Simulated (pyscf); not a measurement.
O=RuH(=O)(=O)–F → O=Ru(=O)=O [singlet] + HF (1,1-elimination; singlet surface; F–Ru, H–Ru broken, F–H formed). Single points on ωB97X-D3(BJ)/def2-SVP structures (PySCF, gas phase). Energies in eV from the reactant's lowest minimum found.

| level | barrier | reaction energy |
|---|---|---|
| ωB97X-D3(BJ)/def2-TZVP | 0.26 | -2.12 |
| PBE/def2-TZVP | 0.25 | -1.06 |
| r²SCAN/def2-TZVP | 0.32 | -1.07 |
| PBE0-D3(BJ)/def2-TZVP | 0.26 | -1.75 |
| M06-2X/def2-TZVP | ___ | -2.43 |
| ωB97M-D3(BJ)/def2-TZVP | ___ | ___ |

**Question.** Fill in the missing entries.

**Answer.** 
- M06-2X/def2-TZVP, barrier: 0.21
- ωB97M-D3(BJ)/def2-TZVP, barrier: 0.23
- ωB97M-D3(BJ)/def2-TZVP, reaction energy: -2.24

The functionals in the table span 0.12 eV in this barrier, from M06-2X to r²SCAN. O=RuH(=O)(=O)–F lies 3.46 eV over its isomer O=Ru(=O)(OH)–F [singlet] (electronic energy, ωB97M-D3(BJ)/def2-TZVP). This is the saddle that the search found; another between the same sides may lie lower. Elements past Kr carry the def2 core potentials, without spin-orbit coupling.
